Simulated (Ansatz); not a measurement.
Ansatz (an electronic-structure program) input (B3LYP/6-31G*):

Ansatz 0.2 input:
```yaml
crystal:
  periodic: [false, false, false]
  atoms:
    - {symbol: C, position_ang: [-0.00000000, -0.00000000, -1.09008305]}
    - {symbol: S, position_ang: [0.00000000, 0.00000000, 0.40878114]}
basis:
  gaussian:
    orbitals: 6-31G*
hamiltonian:
  xc: {name: B3LYP}
total_charge: 1
magnetization: {spin_polarized: true, initial_magnetization: 1}
phonons: {temperatures: {t_min: 298.15, t_max: 298.15, t_step: 100}}
```

Problem. Which harmonic wavenumbers does it give?

Solution. 1400 cm⁻¹ (unscaled; negative means imaginary).
